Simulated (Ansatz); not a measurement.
A made-up structure of AlBH$_{2}$F, doublet:

F1  (0.674, -1.309, 2.038)
B2  (0.331, -0.644, 1.002)
Al3  (-0.212, 0.411, -0.640)
H4  (-1.646, 0.093, -1.222)
H5  (0.750, 0.350, 1.401)
(Å)

It is relaxed with PBE-D4/def2-SVP and then PBE0-D4/def2-TZVP (Ansatz 0.2.0). Atoms count as bonded within 1.22 times the sum of their covalent radii (H–H: 0.88 Å). The end point is not checked to be a true minimum.

Q: Does its bonding change? (A judgement: the text doesn't fix the answer.)

A: Computed: No: no bond forms or breaks.

Where it ends: The first stage lowers the energy by 1.71 eV in 11 steps. It ends as AlBH₂F ([F][BH][AlH]):
```
5
angstrom
F 0.6648 -1.5260 1.7009
B 0.4295 -0.3238 1.1861
Al -0.2357 -0.0636 -0.8267
H -1.7249 0.1979 -1.3490
H 0.7628 0.6167 1.8676
```

Labels in which every atom is bracketed show which atoms are joined, not bond orders.

For scale, one of the runs: PBE0-D4/def2-TZVP relaxation, 111 basis functions, launched by `ansatz run in.yaml --threads 2 --pin off --events-out ev --progress --plain --max-ram 4352MiB`. Hardware: 2 CPU threads of a Oxide Virtual Turin-like, shared host. Wall time about 20 s.
